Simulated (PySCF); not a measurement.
# SiP: frontier orbitals

revPBE at R = 2.083 Å; Si aug-pcseg-1, P aug-pcseg-1; no relativity (PySCF 2.14). State: ²Π (doublet), unpaired electrons π ↑. Only the outer orbitals are listed, counted within each symmetry.

```json
{"spin": "α", "orbital": "7σ", "occ.": "1", "ε (eV)": "-15.37", "on Si (%)": "26", "main shells (%)": "69 P s, 21 Si s"}
{"spin": "α", "orbital": "8σ", "occ.": "1", "ε (eV)": "-10.13", "on Si (%)": "63", "main shells (%)": "67 Si s, 28 P s, 8 P p"}
{"spin": "α", "orbital": "3π", "occ.": "1", "ε (eV)": "-6.98", "on Si (%)": "23", "main shells (%)": "74 P p, 22 Si p"}
{"spin": "α", "orbital": "3π", "occ.": "1", "ε (eV)": "-6.21", "on Si (%)": "28", "main shells (%)": "70 P p, 27 Si p"}
{"spin": "α", "orbital": "9σ", "occ.": "1", "ε (eV)": "-6.17", "on Si (%)": "56", "main shells (%)": "42 P p, 37 Si p, 18 Si s"}
{"spin": "α", "orbital": "4π", "occ.": "0", "ε (eV)": "-3.42", "on Si (%)": "71", "main shells (%)": "71 Si p, 27 P p"}
{"spin": "α", "orbital": "4π", "occ.": "0", "ε (eV)": "-2.90", "on Si (%)": "68", "main shells (%)": "66 Si p, 30 P p"}
{"spin": "β", "orbital": "7σ", "occ.": "1", "ε (eV)": "-14.71", "on Si (%)": "35", "main shells (%)": "62 P s, 28 Si s"}
{"spin": "β", "orbital": "8σ", "occ.": "1", "ε (eV)": "-9.77", "on Si (%)": "61", "main shells (%)": "63 Si s, 29 P s, 9 P p"}
{"spin": "β", "orbital": "9σ", "occ.": "1", "ε (eV)": "-6.01", "on Si (%)": "53", "main shells (%)": "42 P p, 39 Si p, 14 Si s"}
{"spin": "β", "orbital": "3π", "occ.": "1", "ε (eV)": "-5.96", "on Si (%)": "32", "main shells (%)": "65 P p, 32 Si p"}
{"spin": "β", "orbital": "3π", "occ.": "0", "ε (eV)": "-5.67", "on Si (%)": "36", "main shells (%)": "62 P p, 35 Si p"}
{"spin": "β", "orbital": "4π", "occ.": "0", "ε (eV)": "-2.79", "on Si (%)": "65", "main shells (%)": "62 Si p, 34 P p"}
{"spin": "β", "orbital": "4π", "occ.": "0", "ε (eV)": "-2.62", "on Si (%)": "62", "main shells (%)": "59 Si p, 36 P p"}
```

Which are the highest filled and the lowest empty level, where do they sit, and how wide is the gap?

Highest filled β 3π at -5.96 eV (in %: 65 P p, 32 Si p); lowest empty β 3π at -5.67 eV (in %: 62 P p, 35 Si p); the gap at revPBE is 0.29 eV. Both belong to one degenerate shell, split only by its one-sided filling, so this is no excitation gap.

```
bond order (Mayer)                              : 1.55
⟨S²⟩                                            : 0.754
charge on Si (Mulliken, basis-dependent)        : 0.23
charge on Si (Löwdin, basis-dependent)          : 0.20
dipole moment (positive dipole means Si(−)P(+)) : -0.75 D
```

The state was picked by a PBE0 search and need not be the measured ground state.
